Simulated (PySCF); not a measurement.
**Stretching BC**

Set-up: PySCF, no relativity, basis sets B aug-pcseg-1, C aug-pcseg-1. Energies in eV from B + C in their ground configurations at the same level. State: ⁴Σ⁻ (quartet), unpaired electrons σ ↑, π ↑↑.

All columns are PBE0. A positive dipole means B(−)C(+).

```csv
R (Å),E (eV),μ (D),Mulliken charge on B (basis-dependent),HOMO (eV),LUMO (eV),Mayer bond order,⟨S²⟩
1.275,-3.686,-1.99,0.26,-7.65,-4.56,1.48,3.75
1.335,-4.246,-1.87,0.32,-7.79,-4.39,1.50,3.75
1.394,-4.555,-1.74,0.36,-7.93,-4.25,1.51,3.75
1.438,-4.665,-1.64,0.39,-8.03,-4.15,1.51,3.75
1.483,-4.694,-1.53,0.42,-8.13,-4.05,1.50,3.75
1.528,-4.663,-1.42,0.44,-8.19,-3.97,1.48,3.75
1.587,-4.551,-1.28,0.46,-8.17,-3.86,1.44,3.75
1.661,-4.337,-1.14,0.47,-8.14,-3.81,1.37,3.75
1.750,-4.022,-1.06,0.48,-8.01,-3.79,1.27,3.76
1.869,-3.564,-1.11,0.47,-7.73,-3.70,1.15,3.76
```

A fit through these points gives, at Re = 1.480 Å, μ = -1.54 D and dμ/dR = 2.42 D/Å; the reduced mass is 5.742 u.

Question: How strong is the fundamental in the double-harmonic approximation, I = 42.26·(dμ/dR)²/μred km/mol?

Answer: I = 42.26·(2.42)²/5.742 = 43.1 km/mol at PBE0.

The state was picked by a PBE0 search and need not be the measured ground state.
